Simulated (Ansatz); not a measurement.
We consider corundum (α-Al2O3), described by LDA in Ansatz (PAW).

Run with plane-wave cutoff 520 eV, 8×8×8 k mesh, Fermi–Dirac smearing 0.01 eV, scalar-relativistic PAW data made under PBE.

Response to compression and expansion:

Shape and atoms are relaxed at each volume.

```csv
V (Å³/atom),P (GPa),direct gap at Γ (eV),c (Å),a (Å)
7.991,11.38,6.938,12.704,4.668
8.158,5.40,6.680,12.798,4.699
8.324,-0.01,6.430,12.891,4.730
8.491,-4.91,6.189,12.983,4.760
8.657,-9.34,5.955,13.073,4.790
```

A straight line through the gaps at Γ against ln V gives a volume deformation potential dE_g(Γ)/d ln V of -12.3 eV: the gap at Γ widens under compression.

Ansatz is a program for electronic structure.
